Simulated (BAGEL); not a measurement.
**HF/STO-3G (density fitting with qzvpp-jkfit) run of CH4OSi (SMILES CO[SiH])**

Aim: the energy change on altering one bond length of CH4OSi at HF/STO-3G (density fitting with qzvpp-jkfit), from 2 runs. 

The calculation is run with BAGEL 1.2.2.

1 further run of the same task is left out (set aside as unsound or not needed).

**1. The molecule**

CH4OSi: 7 atoms, total charge 0, spin state singlet. As SMILES, `CO[SiH]`. The coordinates come from a PBE0-D4/def2-TZVP relaxation. This is one conformer, not always the lowest.

Bond lengths: C1–O2 1.410 Å, O2–Si3 1.639 Å, C1–H4 1.092 Å, C1–H5 1.095 Å, C1–H6 1.092 Å, Si3–H7 1.552 Å. Angles: C1–O2–Si3 130.6°, O2–C1–H4 109.2°, O2–C1–H5 110.9°, O2–C1–H6 109.2°, O2–Si3–H7 97.1°, H4–C1–H5 109.5°, H4–C1–H6 108.5°, H5–C1–H6 109.5°.

**2. A single-point energy at HF/STO-3G (density fitting with qzvpp-jkfit)**

The input, job.json:

```json
{ "bagel" : [

{
  "title" : "molecule",
  "basis" : "sto-3g",
  "df_basis" : "qzvpp-jkfit",
  "angstrom" : "true",
  "geometry" : [
    { "atom" : "C", "xyz" : [      -0.512400,       0.485500,      -0.338500 ] },
    { "atom" : "O", "xyz" : [      -0.443200,      -0.446500,       0.717600 ] },
    { "atom" : "Si", "xyz" : [       0.796900,      -1.387300,       1.229900 ] },
    { "atom" : "H", "xyz" : [      -1.296400,       0.180800,      -1.035500 ] },
    { "atom" : "H", "xyz" : [       0.443800,       0.547500,      -0.868700 ] },
    { "atom" : "H", "xyz" : [      -0.769300,       1.467500,       0.065400 ] },
    { "atom" : "H", "xyz" : [       1.841700,      -0.915600,       0.184100 ] }
  ]
},

{
  "title" : "hf"
},

{
  "title" : "print",
  "file" : "orbitals.molden",
  "orbitals" : "true"
}

]}
```

Launch:

```
$ BAGEL_NUM_THREADS=1 BAGEL job.json > job.out
```

Output:

```text
* using 1 threads per process

  ===============================================================
  ===============================================================

  *** Geometry ***

  { "atom" : "C", "xyz" : [     -0.968296,      0.917462,     -0.639672 ] },
  { "atom" : "O", "xyz" : [     -0.837527,     -0.843763,      1.356067 ] },
  { "atom" : "Si", "xyz" : [      1.505923,     -2.621617,      2.324174 ] },
  { "atom" : "H", "xyz" : [     -2.449841,      0.341662,     -1.956811 ] },
  { "atom" : "H", "xyz" : [      0.838660,      1.034625,     -1.641605 ] },
  { "atom" : "H", "xyz" : [     -1.453766,      2.773173,      0.123588 ] },
  { "atom" : "H", "xyz" : [      3.480309,     -1.730233,      0.347899 ] },

  Number of auxiliary basis functions:      352

  Since a DF basis is specified, we compute 2- and 3-index integrals:
    o Being stored without compression. Storage requirement is 0.001 GB

  Number of basis functions:       23
  Number of electrons      :       32

    * METHOD: MOLECULE                             0.06

  *** RHF ***

  === Nuclear Repulsion ===
   101.0699044784

      * DIIS with orbital gradients will be used.

  === RHF iteration (sto-3g) ===
      0       -399.08262510          0.01714372           0.01
      1       -399.12631493          0.00681004           0.01
      2       -399.13311919          0.00117252           0.01
      3       -399.13346337          0.00022614           0.01
      4       -399.13347882          0.00006868           0.01
      5       -399.13348027          0.00001583           0.01
      6       -399.13348037          0.00000476           0.01
      7       -399.13348038          0.00000114           0.01
      8       -399.13348038          0.00000032           0.01
      9       -399.13348038          0.00000008           0.01
     10       -399.13348038          0.00000001           0.01
     11       -399.13348038          0.00000000           0.01
    * SCF iteration converged.

    * Permanent dipole moment:
           (   -0.143616,    -0.099512,     0.184252) a.u.

    * METHOD: HF                                   0.11

    * METHOD: PRINT                                0.00

  ===============================================================
```

Wall time 0.34 s (1 thread of Arm Neoverse V2, shared host); peak memory 0.084 GiB.

**3. The distorted shape**

The input, job.json:

```json
{ "bagel" : [

{
  "title" : "molecule",
  "basis" : "sto-3g",
  "df_basis" : "qzvpp-jkfit",
  "angstrom" : "true",
  "geometry" : [
    { "atom" : "C", "xyz" : [      -0.990525,       0.454498,      -0.073386 ] },
    { "atom" : "O", "xyz" : [      -0.921325,      -0.477502,       0.982714 ] },
    { "atom" : "Si", "xyz" : [       0.318775,      -1.418302,       1.495014 ] },
    { "atom" : "H", "xyz" : [      -1.774525,       0.149798,      -0.770386 ] },
    { "atom" : "H", "xyz" : [       0.443800,       0.547500,      -0.868700 ] },
    { "atom" : "H", "xyz" : [      -1.247425,       1.436498,       0.330514 ] },
    { "atom" : "H", "xyz" : [       1.363575,      -0.946602,       0.449214 ] }
  ]
},

{
  "title" : "hf"
},

{
  "title" : "print",
  "file" : "orbitals.molden",
  "orbitals" : "true"
}

]}
```

Launch:

```
$ BAGEL_NUM_THREADS=1 BAGEL job.json > job.out
```

Output:

```text
* using 1 threads per process

  ===============================================================
  ===============================================================

  *** Geometry ***

  { "atom" : "C", "xyz" : [     -1.871821,      0.858877,     -0.138679 ] },
  { "atom" : "O", "xyz" : [     -1.741052,     -0.902348,      1.857060 ] },
  { "atom" : "Si", "xyz" : [      0.602397,     -2.680202,      2.825167 ] },
  { "atom" : "H", "xyz" : [     -3.353366,      0.283077,     -1.455819 ] },
  { "atom" : "H", "xyz" : [      0.838660,      1.034625,     -1.641605 ] },
  { "atom" : "H", "xyz" : [     -2.357292,      2.714588,      0.624581 ] },
  { "atom" : "H", "xyz" : [      2.576783,     -1.788819,      0.848891 ] },

  Number of auxiliary basis functions:      352

  Since a DF basis is specified, we compute 2- and 3-index integrals:
    o Being stored without compression. Storage requirement is 0.001 GB

  Number of basis functions:       23
  Number of electrons      :       32

    * METHOD: MOLECULE                             0.06

  *** RHF ***

  === Nuclear Repulsion ===
    99.4586305544

      * DIIS with orbital gradients will be used.

  === RHF iteration (sto-3g) ===
      0       -398.96140413          0.01815822           0.01
      1       -399.01006362          0.00710483           0.01
      2       -399.01693362          0.00132169           0.01
      3       -399.01735125          0.00034133           0.01
      4       -399.01738136          0.00011197           0.01
      5       -399.01738454          0.00002727           0.01
      6       -399.01738479          0.00000424           0.01
      7       -399.01738480          0.00000131           0.01
      8       -399.01738480          0.00000040           0.01
      9       -399.01738480          0.00000016           0.01
     10       -399.01738480          0.00000004           0.01
     11       -399.01738480          0.00000001           0.01
     12       -399.01738480          0.00000000           0.01
    * SCF iteration converged.

    * Permanent dipole moment:
           (   -0.049452,    -0.014854,     0.039973) a.u.

    * METHOD: HF                                   0.12

    * METHOD: PRINT                                0.00

  ===============================================================
```

Wall time 0.34 s (1 thread of Arm Neoverse V2, shared host); peak memory 0.084 GiB.

**4. What came out**

At HF/STO-3G (density fitting with qzvpp-jkfit):

| quantity | value |
| --- | --- |
| first shape: total energy | -399.13348 Eh |
| first shape: dipole moment | 0.65 D |
| first shape: HOMO energy | -6.29 eV |
| first shape: LUMO energy | 6.81 eV |
| first shape: HOMO–LUMO gap | 13.09 eV |
| distorted shape: total energy | -399.01738 Eh |
| distorted shape: dipole moment | 0.17 D |
| distorted shape: HOMO energy | -6.37 eV |
| distorted shape: LUMO energy | 6.69 eV |
| distorted shape: HOMO–LUMO gap | 13.06 eV |
| energy change with the C1–H5 bond stretched from 1.095 to 1.643 Å | 3.159 eV |

What this shows: With the C1–H5 bond stretched from 1.095 to 1.643 Å the energy rises by 3.16 eV (305 kJ/mol). The first shape isn't relaxed at this level, so the change isn't measured from a minimum. The minimal basis adds a large error of its own.
